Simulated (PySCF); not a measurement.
# Phosphorus: a sound run and one with changed settings

Sound run: P [Ne] 3s2 3p3, P⁺ [Ne] 3s2 3p2. All numbers are calculated (PySCF 2.14, no relativity, point nucleus, in pcseg-2 (5s4p2d1f, 34 functions)). The sound run starts from symmetry-adapted Hartree-Fock orbitals and uses a fine grid where one is needed.

A second run was set up differently.

```csv
species,method,sound run (hartree),changed run (hartree),converged
P,UHF,-340.70921,-340.70921,yes
P,r2SCAN,-341.24341,-342.85291,yes
P,TPSS,-341.29125,-342.76431,yes
P⁺,UHF,-340.34439,-340.34439,yes
P⁺,r2SCAN,-340.85208,-342.22303,no
P⁺,TPSS,-340.90456,-342.06905,yes
```

Ionisation energy of P:

```tsv
method	sound run (eV)	changed run (eV)
UHF	9.927	9.927
```

Q: What was changed?
A. too few SCF iterations
B. minimal basis
C. a valence shell is frozen
D. angular grid far too coarse

A: D. It used 6 angular points. A coarse angular grid integrates products of high-l functions wrongly, so density functionals can shift, and the SCF can exploit the error; Hartree-Fock and MP2 need no grid.
